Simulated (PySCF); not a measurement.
# H4OF+, a complex of two parts: interaction energy, part 2 of 3

PySCF 2.14.0. Atoms count from 0, parts from 1. Earlier steps stand in the parts before.

### 5 Coupled-cluster interaction energy: CCSD(T) and MP2, 1.60 Å

What the job is given:

```
{"job": {"kind": "intercc", "basis": "aug-cc-pVDZ", "basis_mid": "aug-cc-pVTZ", "basis_large": "aug-cc-pVQZ"}, "charge": 1, "multiplicity": 1, "parts": [{"atoms": "0-3", "charge": 1, "multiplicity": 1}, {"atoms": "4-5", "charge": 0, "multiplicity": 1}]}
O     -0.040022    -0.067375     0.189636
H     -0.570605     0.649931    -0.201920
H      0.156976    -0.819975    -0.477963
H      0.768735     0.285361     0.603402
F      0.531312    -1.918203    -1.575380
H      0.260339    -2.811142    -1.608325
```

With the program's defaults for keys left out, this is: CCSD(T)/aug-cc-pVDZ and MP2/aug-cc-pVTZ, aug-cc-pVQZ counterpoise interaction energy, frozen core, gas phase.

The log of the run:

```text
part 1, own basis, geometry of the cluster: E = -76.3368010132 (as before)

part 2, own basis, geometry of the cluster: E = -100.0600372273 (as before)

part 1, own basis, relaxed alone: E = -76.3397527771 (as before)

part 2, own basis, relaxed alone: E = -100.0608783387 (as before)

cluster
final grid: 4656 points
cycle   1  E = -176.4238169333  dE = -1.516e-02  |g| = 5.498e-02  |ddm| = 6.613e-01
cycle   2  E = -176.4250267777  dE = -1.210e-03  |g| = 2.075e-02  |ddm| = 1.207e-01
cycle   3  E = -176.4251940504  dE = -1.673e-04  |g| = 9.669e-03  |ddm| = 4.335e-02
cycle   4  E = -176.4252231016  dE = -2.905e-05  |g| = 2.302e-03  |ddm| = 1.798e-02
cycle   5  E = -176.4252248323  dE = -1.731e-06  |g| = 4.215e-04  |ddm| = 4.768e-03
cycle   6  E = -176.4252249099  dE = -7.761e-08  |g| = 9.391e-05  |ddm| = 1.164e-03
cycle   7  E = -176.4252249122  dE = -2.345e-09  |g| = 3.435e-05  |ddm| = 1.606e-04
cycle   8  E = -176.4252249126  dE = -3.586e-10  |g| = 5.798e-06  |ddm| = 6.043e-05
converged SCF energy = -176.4252249126

part 1 in the basis of the cluster
final grid: 4656 points
cycle   1  E = -76.3368745076  dE = -7.661e-05  |g| = 1.659e-03  |ddm| = 3.457e-01
cycle   2  E = -76.3368751942  dE = -6.865e-07  |g| = 1.784e-04  |ddm| = 3.401e-02
cycle   3  E = -76.3368752041  dE = -9.894e-09  |g| = 1.261e-05  |ddm| = 4.185e-03
cycle   4  E = -76.3368752041  dE = -6.808e-11  |g| = 3.303e-06  |ddm| = 1.368e-04
converged SCF energy = -76.3368752041

part 2 in the basis of the cluster
final grid: 4656 points
cycle   1  E = -100.0602146018  dE = -1.777e-04  |g| = 3.165e-03  |ddm| = 3.353e-01
cycle   2  E = -100.0602170429  dE = -2.441e-06  |g| = 4.237e-04  |ddm| = 4.313e-02
cycle   3  E = -100.0602171040  dE = -6.106e-08  |g| = 7.049e-05  |ddm| = 7.746e-03
cycle   4  E = -100.0602171051  dE = -1.116e-09  |g| = 3.385e-05  |ddm| = 5.059e-04
cycle   5  E = -100.0602171054  dE = -2.337e-10  |g| = 6.243e-06  |ddm| = 1.454e-04
converged SCF energy = -100.0602171054

Interaction energy (kcal/mol)
  counterpoise      -18.663
  uncorrected       -19.306
  dispersion part     0.000
  deformation         1.171
  binding           -17.493

Decomposition of the uncorrected value (kcal/mol)
  electrostatic     -17.992
  Pauli              10.571
  orbital           -10.394
  dispersion          0.000
  correlation        -1.491

Charge of each part in the cluster: 0.960 0.040
part 1, own basis, geometry of the cluster: E = -76.3424239072 (as before)

part 2, own basis, geometry of the cluster: E = -100.0674563463 (as before)

part 1, own basis, relaxed alone: E = -76.3454432761 (as before)

part 2, own basis, relaxed alone: E = -100.0683487845 (as before)

cluster
final grid: 4656 points
cycle   1  E = -176.4369005266  dE = -1.544e-02  |g| = 5.571e-02  |ddm| = 7.931e-01
cycle   2  E = -176.4381450009  dE = -1.244e-03  |g| = 2.133e-02  |ddm| = 1.146e-01
cycle   3  E = -176.4383168813  dE = -1.719e-04  |g| = 9.741e-03  |ddm| = 4.058e-02
cycle   4  E = -176.4383467325  dE = -2.985e-05  |g| = 2.447e-03  |ddm| = 1.768e-02
cycle   5  E = -176.4383485440  dE = -1.812e-06  |g| = 4.474e-04  |ddm| = 4.402e-03
cycle   6  E = -176.4383486304  dE = -8.640e-08  |g| = 9.468e-05  |ddm| = 1.097e-03
cycle   7  E = -176.4383486328  dE = -2.420e-09  |g| = 3.564e-05  |ddm| = 1.735e-04
cycle   8  E = -176.4383486332  dE = -3.720e-10  |g| = 6.066e-06  |ddm| = 6.682e-05
converged SCF energy = -176.4383486332

part 1 in the basis of the cluster
final grid: 4656 points
cycle   1  E = -76.3424429182  dE = -2.228e-05  |g| = 8.222e-04  |ddm| = 3.525e-01
cycle   2  E = -76.3424430779  dE = -1.597e-07  |g| = 7.909e-05  |ddm| = 2.879e-02
cycle   3  E = -76.3424430797  dE = -1.886e-09  |g| = 4.222e-06  |ddm| = 3.013e-03
cycle   4  E = -76.3424430798  dE = -6.963e-12  |g| = 1.052e-06  |ddm| = 8.363e-05
converged SCF energy = -76.3424430798

part 2 in the basis of the cluster
final grid: 4656 points
cycle   1  E = -100.0675455721  dE = -8.919e-05  |g| = 2.038e-03  |ddm| = 5.055e-01
cycle   2  E = -100.0675464990  dE = -9.270e-07  |g| = 2.434e-04  |ddm| = 4.519e-02
cycle   3  E = -100.0675465178  dE = -1.875e-08  |g| = 2.650e-05  |ddm| = 5.780e-03
cycle   4  E = -100.0675465180  dE = -2.236e-10  |g| = 1.260e-05  |ddm| = 3.713e-04
converged SCF energy = -100.0675465180

Interaction energy (kcal/mol)
  counterpoise      -18.976
  uncorrected       -19.325
  dispersion part     0.000
  deformation         1.304
  binding           -17.672

Decomposition of the uncorrected value (kcal/mol)
  electrostatic     -17.898
  Pauli              10.628
  orbital           -10.596
  dispersion          0.000
  correlation        -1.459

Charge of each part in the cluster: 0.960 0.040
part 1 in the basis of the cluster: E(HF) = -76.315018081  E2 = -0.213848107  E(CCSD corr) = -0.224543384  (T) = -0.004449143
part 2 in the basis of the cluster: E(HF) = -100.032944936  E2 = -0.224032326  E(CCSD corr) = -0.227663502  (T) = -0.004346663
cluster: E(HF) = -176.375622906  E2 = -0.438905844  E(CCSD corr) = -0.452725803  (T) = -0.009150920

Counterpoise interaction energy (kcal/mol)
  hf_small                 -17.357
  mp2_small                -18.000
  ccsd_small               -17.683
  ccsdt_small              -17.905
  hf_large                 -17.796
  mp2_large                -18.976
  hf_middle                -17.654
  mp2_middle               -18.663
  scs_mp2_large            -18.361
  mp2_limit                -19.100
  ccsdt_less_mp2             0.095
  ccsdt_limit_estimate     -19.005
  bsse_mp2_large             0.349
```

It took 44 s on 1 thread of Arm Neoverse N1, shared host; peak memory 0.52 GiB.

Contacts at this geometry (a selection, picked against the atoms' radii; other short pairs can be missing):

```tsv
atoms	distance (Å)	kind (by distance and angle)	angle (°)
H2···F4	1.60	hydrogen bond	176
```

Differences are taken before rounding.

```tsv
method	interaction energy (kcal/mol)	from CCSD(T), limit estimate (kcal/mol)
HF/aug-cc-pVDZ	-17.36	+1.65
MP2/aug-cc-pVDZ	-18.00	+1.00
CCSD/aug-cc-pVDZ	-17.68	+1.32
CCSD(T)/aug-cc-pVDZ	-17.91	+1.10
HF/aug-cc-pVQZ	-17.80	+1.21
MP2/aug-cc-pVQZ	-18.98	+0.03
SCS-MP2/aug-cc-pVQZ	-18.36	+0.64
MP2, extrapolated	-19.10	-0.09
CCSD(T), limit estimate	-19.00	0
```

These energies keep the parts at their geometry in the cluster; deforming them to it costs 1.30 kcal/mol (MP2).

### 6 Coupled-cluster interaction energy: CCSD(T) and MP2, 1.38 Å

Settings changed since step 5:

```diff
@@ -5,3 +5,3 @@
 H      0.768735     0.285361     0.603402
-F      0.531312    -1.918203    -1.575380
-H      0.260339    -2.811142    -1.608325
+F      0.480266    -1.768445    -1.425732
+H      0.209293    -2.661384    -1.458677
```

With the program's defaults for keys left out, this is: CCSD(T)/aug-cc-pVDZ and MP2/aug-cc-pVTZ, aug-cc-pVQZ counterpoise interaction energy, frozen core, gas phase.

The log of the run:

```text
part 1, own basis, geometry of the cluster: E = -76.3368010132 (as before)

part 2, own basis, geometry of the cluster: E = -100.0600372273 (as before)

part 1, own basis, relaxed alone: E = -76.3397527771 (as before)

part 2, own basis, relaxed alone: E = -100.0608783387 (as before)

cluster
final grid: 4656 points
cycle   1  E = -176.4218077294  dE = -2.844e-02  |g| = 7.655e-02  |ddm| = 9.435e-01
cycle   2  E = -176.4240162179  dE = -2.208e-03  |g| = 2.750e-02  |ddm| = 1.747e-01
cycle   3  E = -176.4243221733  dE = -3.060e-04  |g| = 1.192e-02  |ddm| = 6.324e-02
cycle   4  E = -176.4243634361  dE = -4.126e-05  |g| = 3.181e-03  |ddm| = 2.232e-02
cycle   5  E = -176.4243662077  dE = -2.772e-06  |g| = 5.667e-04  |ddm| = 5.922e-03
cycle   6  E = -176.4243663375  dE = -1.298e-07  |g| = 1.250e-04  |ddm| = 1.596e-03
cycle   7  E = -176.4243663417  dE = -4.246e-09  |g| = 4.651e-05  |ddm| = 2.332e-04
cycle   8  E = -176.4243663424  dE = -6.487e-10  |g| = 8.086e-06  |ddm| = 8.664e-05
converged SCF energy = -176.4243663424

part 1 in the basis of the cluster
final grid: 4656 points
cycle   1  E = -76.3368951768  dE = -9.834e-05  |g| = 1.916e-03  |ddm| = 4.369e-01
cycle   2  E = -76.3368960330  dE = -8.562e-07  |g| = 2.035e-04  |ddm| = 4.305e-02
cycle   3  E = -76.3368960453  dE = -1.230e-08  |g| = 1.533e-05  |ddm| = 5.357e-03
cycle   4  E = -76.3368960453  dE = -8.532e-11  |g| = 5.509e-06  |ddm| = 1.883e-04
converged SCF energy = -76.3368960453

part 2 in the basis of the cluster
final grid: 4656 points
cycle   1  E = -100.0602714137  dE = -2.345e-04  |g| = 3.754e-03  |ddm| = 4.186e-01
cycle   2  E = -100.0602745887  dE = -3.175e-06  |g| = 4.945e-04  |ddm| = 5.222e-02
cycle   3  E = -100.0602746658  dE = -7.702e-08  |g| = 7.801e-05  |ddm| = 9.166e-03
cycle   4  E = -100.0602746671  dE = -1.379e-09  |g| = 3.798e-05  |ddm| = 6.001e-04
cycle   5  E = -100.0602746674  dE = -2.919e-10  |g| = 7.076e-06  |ddm| = 1.677e-04
converged SCF energy = -100.0602746674

Interaction energy (kcal/mol)
  counterpoise      -18.520
  uncorrected       -19.445
  dispersion part     0.000
  deformation         1.171
  binding           -17.349

Decomposition of the uncorrected value (kcal/mol)
  electrostatic     -23.499
  Pauli              25.678
  orbital           -19.455
  dispersion          0.000
  correlation        -2.168

Charge of each part in the cluster: 0.935 0.065
part 1, own basis, geometry of the cluster: E = -76.3424239072 (as before)

part 2, own basis, geometry of the cluster: E = -100.0674563463 (as before)

part 1, own basis, relaxed alone: E = -76.3454432761 (as before)

part 2, own basis, relaxed alone: E = -100.0683487845 (as before)

cluster
final grid: 4656 points
cycle   1  E = -176.4348340634  dE = -2.855e-02  |g| = 7.695e-02  |ddm| = 1.090e+00
cycle   2  E = -176.4370793591  dE = -2.245e-03  |g| = 2.816e-02  |ddm| = 1.577e-01
cycle   3  E = -176.4373905828  dE = -3.112e-04  |g| = 1.197e-02  |ddm| = 5.778e-02
cycle   4  E = -176.4374331879  dE = -4.261e-05  |g| = 3.343e-03  |ddm| = 2.188e-02
cycle   5  E = -176.4374360240  dE = -2.836e-06  |g| = 5.958e-04  |ddm| = 5.391e-03
cycle   6  E = -176.4374361649  dE = -1.408e-07  |g| = 1.270e-04  |ddm| = 1.423e-03
cycle   7  E = -176.4374361692  dE = -4.385e-09  |g| = 4.769e-05  |ddm| = 2.431e-04
cycle   8  E = -176.4374361699  dE = -6.668e-10  |g| = 8.432e-06  |ddm| = 9.263e-05
converged SCF energy = -176.4374361699

part 1 in the basis of the cluster
final grid: 4656 points
cycle   1  E = -76.3424463219  dE = -2.700e-05  |g| = 9.020e-04  |ddm| = 4.533e-01
cycle   2  E = -76.3424465031  dE = -1.812e-07  |g| = 8.430e-05  |ddm| = 3.684e-02
cycle   3  E = -76.3424465052  dE = -2.098e-09  |g| = 4.593e-06  |ddm| = 3.858e-03
cycle   4  E = -76.3424465052  dE = -7.390e-12  |g| = 8.290e-07  |ddm| = 1.236e-04
converged SCF energy = -76.3424465052

part 2 in the basis of the cluster
final grid: 4656 points
cycle   1  E = -100.0675659840  dE = -1.095e-04  |g| = 2.314e-03  |ddm| = 5.961e-01
cycle   2  E = -100.0675671210  dE = -1.137e-06  |g| = 2.718e-04  |ddm| = 5.341e-02
cycle   3  E = -100.0675671439  dE = -2.286e-08  |g| = 2.763e-05  |ddm| = 6.977e-03
cycle   4  E = -100.0675671441  dE = -2.789e-10  |g| = 1.153e-05  |ddm| = 4.618e-04
converged SCF energy = -100.0675671441

Interaction energy (kcal/mol)
  counterpoise      -18.948
  uncorrected       -19.484
  dispersion part     0.000
  deformation         1.304
  binding           -17.644

Decomposition of the uncorrected value (kcal/mol)
  electrostatic     -23.504
  Pauli              25.756
  orbital           -19.546
  dispersion          0.000
  correlation        -2.189

Charge of each part in the cluster: 0.935 0.065
part 1 in the basis of the cluster: E(HF) = -76.315057432  E2 = -0.214039917  E(CCSD corr) = -0.224724148  (T) = -0.004465294
part 2 in the basis of the cluster: E(HF) = -100.033068311  E2 = -0.224512019  E(CCSD corr) = -0.228136731  (T) = -0.004393519
cluster: E(HF) = -176.374097013  E2 = -0.439860746  E(CCSD corr) = -0.453385002  (T) = -0.009317845

Counterpoise interaction energy (kcal/mol)
  hf_small                 -16.297
  mp2_small                -17.119
  ccsd_small               -16.626
  ccsdt_small              -16.914
  hf_large                 -17.208
  mp2_large                -18.948
  hf_middle                -17.066
  mp2_middle               -18.520
  scs_mp2_large            -18.023
  mp2_limit                -19.156
  ccsdt_less_mp2             0.204
  ccsdt_limit_estimate     -18.951
  bsse_mp2_large             0.536
```

Wall time 44 s (1 thread of Arm Neoverse N1, shared host); peak memory 0.52 GiB.

Contacts at this geometry (a selection, picked against the atoms' radii; other short pairs can be missing):

```tsv
atoms	distance (Å)	kind (by distance and angle)	angle (°)
H2···F4	1.38	hydrogen bond	176
```

Differences are taken before rounding.

```tsv
method	interaction energy (kcal/mol)	from CCSD(T), limit estimate (kcal/mol)
HF/aug-cc-pVDZ	-16.30	+2.65
MP2/aug-cc-pVDZ	-17.12	+1.83
CCSD/aug-cc-pVDZ	-16.63	+2.33
CCSD(T)/aug-cc-pVDZ	-16.91	+2.04
HF/aug-cc-pVQZ	-17.21	+1.74
MP2/aug-cc-pVQZ	-18.95	0.00
SCS-MP2/aug-cc-pVQZ	-18.02	+0.93
MP2, extrapolated	-19.16	-0.20
CCSD(T), limit estimate	-18.95	0
```

These energies keep the parts at their geometry in the cluster; deforming them to it costs 1.30 kcal/mol (MP2).

### 7 Coupled-cluster interaction energy: CCSD(T) and MP2, 1.81 Å

Settings changed since step 6:

```diff
@@ -5,3 +5,3 @@
 H      0.768735     0.285361     0.603402
-F      0.480266    -1.768445    -1.425732
-H      0.209293    -2.661384    -1.458677
+F      0.582357    -2.067961    -1.725028
+H      0.311384    -2.960900    -1.757973
```

With the program's defaults for keys left out, this is: CCSD(T)/aug-cc-pVDZ and MP2/aug-cc-pVTZ, aug-cc-pVQZ counterpoise interaction energy, frozen core, gas phase.

The log of the run:

```text
part 1, own basis, geometry of the cluster: E = -76.3368010132 (as before)

part 2, own basis, geometry of the cluster: E = -100.0600372273 (as before)

part 1, own basis, relaxed alone: E = -76.3397527771 (as before)

part 2, own basis, relaxed alone: E = -100.0608783387 (as before)

cluster
final grid: 4656 points
cycle   1  E = -176.4214003869  dE = -8.709e-03  |g| = 4.157e-02  |ddm| = 5.154e-01
cycle   2  E = -176.4221041076  dE = -7.037e-04  |g| = 1.643e-02  |ddm| = 8.908e-02
cycle   3  E = -176.4222002573  dE = -9.615e-05  |g| = 7.776e-03  |ddm| = 3.160e-02
cycle   4  E = -176.4222207487  dE = -2.049e-05  |g| = 1.688e-03  |ddm| = 1.503e-02
cycle   5  E = -176.4222218198  dE = -1.071e-06  |g| = 3.192e-04  |ddm| = 3.722e-03
cycle   6  E = -176.4222218670  dE = -4.718e-08  |g| = 6.941e-05  |ddm| = 8.380e-04
cycle   7  E = -176.4222218683  dE = -1.286e-09  |g| = 2.559e-05  |ddm| = 1.179e-04
cycle   8  E = -176.4222218685  dE = -1.995e-10  |g| = 4.218e-06  |ddm| = 4.530e-05
converged SCF energy = -176.4222218685

part 1 in the basis of the cluster
final grid: 4656 points
cycle   1  E = -76.3368550727  dE = -5.578e-05  |g| = 1.400e-03  |ddm| = 2.543e-01
cycle   2  E = -76.3368556004  dE = -5.276e-07  |g| = 1.540e-04  |ddm| = 2.494e-02
cycle   3  E = -76.3368556081  dE = -7.794e-09  |g| = 1.085e-05  |ddm| = 3.097e-03
cycle   4  E = -76.3368556082  dE = -5.755e-11  |g| = 2.281e-06  |ddm| = 9.843e-05
converged SCF energy = -76.3368556082

part 2 in the basis of the cluster
final grid: 4656 points
cycle   1  E = -100.0601740136  dE = -1.371e-04  |g| = 2.762e-03  |ddm| = 3.263e-01
cycle   2  E = -100.0601760119  dE = -1.998e-06  |g| = 3.805e-04  |ddm| = 3.630e-02
cycle   3  E = -100.0601760616  dE = -4.975e-08  |g| = 5.248e-05  |ddm| = 6.027e-03
cycle   4  E = -100.0601760624  dE = -7.541e-10  |g| = 2.720e-05  |ddm| = 3.993e-04
converged SCF energy = -100.0601760624

Interaction energy (kcal/mol)
  counterpoise      -16.385
  uncorrected       -16.862
  dispersion part     0.000
  deformation         1.171
  binding           -15.214

Decomposition of the uncorrected value (kcal/mol)
  electrostatic     -14.244
  Pauli               4.294
  orbital            -5.980
  dispersion          0.000
  correlation        -0.932

Charge of each part in the cluster: 0.976 0.024
part 1, own basis, geometry of the cluster: E = -76.3424239072 (as before)

part 2, own basis, geometry of the cluster: E = -100.0674563463 (as before)

part 1, own basis, relaxed alone: E = -76.3454432761 (as before)

part 2, own basis, relaxed alone: E = -100.0683487845 (as before)

cluster
final grid: 4656 points
cycle   1  E = -176.4344934134  dE = -8.904e-03  |g| = 4.230e-02  |ddm| = 6.436e-01
cycle   2  E = -176.4352196793  dE = -7.263e-04  |g| = 1.691e-02  |ddm| = 8.830e-02
cycle   3  E = -176.4353187886  dE = -9.911e-05  |g| = 7.879e-03  |ddm| = 2.954e-02
cycle   4  E = -176.4353398379  dE = -2.105e-05  |g| = 1.800e-03  |ddm| = 1.474e-02
cycle   5  E = -176.4353409728  dE = -1.135e-06  |g| = 3.402e-04  |ddm| = 3.550e-03
cycle   6  E = -176.4353410260  dE = -5.320e-08  |g| = 6.937e-05  |ddm| = 8.473e-04
cycle   7  E = -176.4353410273  dE = -1.325e-09  |g| = 2.673e-05  |ddm| = 1.272e-04
cycle   8  E = -176.4353410275  dE = -2.062e-10  |g| = 4.441e-06  |ddm| = 4.945e-05
converged SCF energy = -176.4353410275

part 1 in the basis of the cluster
final grid: 4656 points
cycle   1  E = -76.3424405105  dE = -1.847e-05  |g| = 7.487e-04  |ddm| = 2.837e-01
cycle   2  E = -76.3424406481  dE = -1.375e-07  |g| = 7.314e-05  |ddm| = 2.247e-02
cycle   3  E = -76.3424406497  dE = -1.646e-09  |g| = 3.850e-06  |ddm| = 2.295e-03
cycle   4  E = -76.3424406497  dE = -5.741e-12  |g| = 1.019e-06  |ddm| = 5.659e-05
converged SCF energy = -76.3424406497

part 2 in the basis of the cluster
final grid: 4656 points
cycle   1  E = -100.0675259234  dE = -6.958e-05  |g| = 1.834e-03  |ddm| = 4.630e-01
cycle   2  E = -100.0675266894  dE = -7.661e-07  |g| = 2.220e-04  |ddm| = 4.032e-02
cycle   3  E = -100.0675267051  dE = -1.564e-08  |g| = 2.296e-05  |ddm| = 4.968e-03
cycle   4  E = -100.0675267052  dE = -1.774e-10  |g| = 1.072e-05  |ddm| = 3.089e-04
converged SCF energy = -100.0675267052

Interaction energy (kcal/mol)
  counterpoise      -16.604
  uncorrected       -16.844
  dispersion part     0.000
  deformation         1.304
  binding           -15.300

Decomposition of the uncorrected value (kcal/mol)
  electrostatic     -14.182
  Pauli               4.323
  orbital            -6.119
  dispersion          0.000
  correlation        -0.866

Charge of each part in the cluster: 0.976 0.024
part 1 in the basis of the cluster: E(HF) = -76.314993071  E2 = -0.213745101  E(CCSD corr) = -0.224448510  (T) = -0.004437979
part 2 in the basis of the cluster: E(HF) = -100.032807271  E2 = -0.223733576  E(CCSD corr) = -0.227361714  (T) = -0.004308674
cluster: E(HF) = -176.372840001  E2 = -0.438036281  E(CCSD corr) = -0.452061041  (T) = -0.008975118

Counterpoise interaction energy (kcal/mol)
  hf_small                 -15.713
  mp2_small                -16.062
  ccsd_small               -15.870
  ccsdt_small              -16.013
  hf_large                 -15.922
  mp2_large                -16.604
  hf_middle                -15.807
  mp2_middle               -16.385
  scs_mp2_large            -16.203
  mp2_limit                -16.679
  ccsdt_less_mp2             0.049
  ccsdt_limit_estimate     -16.630
  bsse_mp2_large             0.241
```

Wall time 44 s (1 thread of Arm Neoverse N1, shared host); peak memory 0.52 GiB.

Contacts at this geometry (a selection, picked against the atoms' radii; other short pairs can be missing):

```tsv
atoms	distance (Å)	kind (by distance and angle)	angle (°)
H2···F4	1.81	hydrogen bond	176
```

```tsv
method	interaction energy (kcal/mol)	from CCSD(T), limit estimate (kcal/mol)
HF/aug-cc-pVDZ	-15.71	+0.92
MP2/aug-cc-pVDZ	-16.06	+0.57
CCSD/aug-cc-pVDZ	-15.87	+0.76
CCSD(T)/aug-cc-pVDZ	-16.01	+0.62
HF/aug-cc-pVQZ	-15.92	+0.71
MP2/aug-cc-pVQZ	-16.60	+0.03
SCS-MP2/aug-cc-pVQZ	-16.20	+0.43
MP2, extrapolated	-16.68	-0.05
CCSD(T), limit estimate	-16.63	0
```

These energies keep the parts at their geometry in the cluster; deforming them to it costs 1.30 kcal/mol (MP2).

(Continued in part 3 of 3.)
